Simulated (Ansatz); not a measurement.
# SiH3+ (singlet): the correlation ladder, cc-pVDZ

How much of the correlation energy of SiH3+ (singlet) does each wave-function method recover here?

The runs use Ansatz 0.2.0, Gaussian basis; cc-pVDZ, core rule «outside noble gas», up to 5 orbitals frozen.

The runs, in order: UHF; CCSD(T) on RHF; BCCD(T) on RHF; CISD; CCSDT(Q) on RHF; CCSDTQ on RHF; Full CI.

17 further runs of the same task are left out: 2 for a known fault of the program, 6 that didn't finish, 9 set aside as unsound or not needed.

### Step 1. The system

The geometry is a PBE0/def2-TZVP stationary point (not a proven minimum) of the parent state, kept for this charge and spin.

4 atoms, charge 1, spin multiplicity 1.

Atoms are counted from 1 here; the program's logs count them from 0.

Bond lengths: Si1–H2 1.486 Å, Si1–H3 1.486 Å, Si1–H4 1.486 Å. Angles: H2–Si1–H3 111.3°, H2–Si1–H4 111.3°, H3–Si1–H4 111.3°.

### Step 2. UHF

in.yaml

```yaml
crystal:
  periodic: [false, false, false]
  atoms:
    - {symbol: Si, position_ang: [0.000090, -0.000062, -0.043737]}
    - {symbol: H, position_ang: [1.415348, 0.014593, 0.409118]}
    - {symbol: H, position_ang: [-0.721058, 1.220018, 0.403029]}
    - {symbol: H, position_ang: [-0.696788, -1.232882, 0.406559]}
basis:
  gaussian: {orbitals: cc-pVDZ}
total_charge: 1
magnetization: {spin_polarized: true, initial_magnetization: 0}
hamiltonian: {xc: hf}
output: {orbitals: {seedname: orbitals}}
```

Started as:

```
> ansatz run in.yaml --threads 1 --pin off --events-out ev --progress --plain --max-ram 2393MiB
```

The runs that follow: CCSD(T) on RHF; BCCD(T) on RHF; CISD; CCSDT(Q) on RHF; CCSDTQ on RHF; Full CI.

Q: Predict the results of all the runs planned. Wanted: FCI below the RHF energy; RMP2 from FCI; RCCSD from FCI; RCCSD(T) from FCI; RCCSDT(Q) from FCI; T1 diagnostic; effectively unpaired electrons.

**Answer**, as computed:

| quantity | value |
| --- | --- |
| FCI below the RHF energy | -3.1154 eV |
| RMP2 from FCI | +17.83 kcal/mol |
| RCCSD from FCI | +1.47 kcal/mol |
| RCCSD(T) from FCI | +0.36 kcal/mol |
| RCCSDT(Q) from FCI | 0.00 kcal/mol |
| levels within 1 kcal/mol (43 meV) | RCCSD(T), BCCD(T), RCCSDT, RCCSDT(Q), RCCSDTQ |
| T1 diagnostic | 0.011 |
| effectively unpaired electrons | 0.04 |

**Reading.** RCCSD(T) lands +0.36 kcal/mol from the yardstick (0.5 % of the correlation energy). One determinant dominates. These misses are within one basis, not against nature.
